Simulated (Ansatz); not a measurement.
# Voigt–Reuss–Hill bulk modulus of wurtzite AgI at several levels of theory

No measured value is used here.

```csv
level (code),value (GPa),cell (Å³/atom)
B3LYP (VWN-RPA form) (Ansatz),22.0,38.75
HSE06 (Ansatz),25.8,36.24
PBE0 (Ansatz),26.2,36.16
```

Each level is taken at its own relaxed cell. Ansatz's density-functional and Hartree–Fock values are scalar-relativistic unless marked +SOC, with PAW data made under PBE.

Ansatz is a first-principles code.
